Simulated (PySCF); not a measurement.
**OF: one state, many levels of theory**

State: ²Π (doublet), unpaired electrons π ↑. Set-up: basis O 6-31G(d,p), F 6-31G(d,p); no relativity; PySCF 2.14. De refers to O + F in their high-spin ground configurations, without counterpoise correction. The functionals are run spin-unrestricted. A positive dipole means O(−)F(+). Levels whose curve was spin-contaminated or gave no clean fit are not listed.

| Level | Re (Å) | ωe (cm⁻¹) | De (eV) | μ (D) |
| --- | --- | --- | --- | --- |
| UHF-CCSD | 1.375 | 1052 | 1.66 | n/a |
| UHF-CCSD(T) | 1.381 | 1034 | 1.83 | n/a |
| PBE | 1.365 | 1103 | 3.29 | 0.24 |
| r²SCAN | 1.358 | 1122 | 2.61 | 0.10 |
| PBE0 | 1.338 | 1174 | 2.42 | 0.09 |
| r²SCAN0 | 1.337 | 1177 | 1.97 | 0.00 |
| B97-3 | 1.342 | 1167 | 2.41 | 0.08 |
| M06 | 1.335 | 1176 | 2.27 | 0.08 |
| CAM-B3LYP | 1.341 | 1176 | 2.54 | 0.09 |

Q: Which functional lies closest to UHF-CCSD(T) in De, which farthest, and by how much do they differ from it?

A: Closest is r²SCAN0 (-4.4 pm in Re, +13.8 % in ωe, +0.14 eV in De against UHF-CCSD(T) in the same basis), farthest PBE (-1.6 pm in Re, +6.7 % in ωe, +1.46 eV in De). CCSD(T) converges more slowly with the basis than the functionals do and binds too weakly in this one, so the order can change at the basis-set limit.

Q: What does the step from GGA to meta-GGA do here, going from PBE to r²SCAN?

A: r²SCAN less PBE: -0.7 pm in Re, +1.7 % in ωe, -0.68 eV in De. 

Q: What does a quarter of exact exchange do here, going from r²SCAN to r²SCAN0?

A: r²SCAN0 less r²SCAN: -2.1 pm in Re, +4.9 % in ωe, -0.64 eV in De. Exact exchange removes part of the self-interaction that spreads semilocal densities, and in most molecules shortens and stiffens the bond and lowers De; so it does here.

Correlated steps freeze 2 core orbitals. Correlated levels converge slowly with the basis: in double zeta they bind strong bonds too weakly, by up to about 1 eV, and carry superposition errors of some tenths. The state is the lowest determinant that a PBE0 search found; another state may lie lower at other levels.
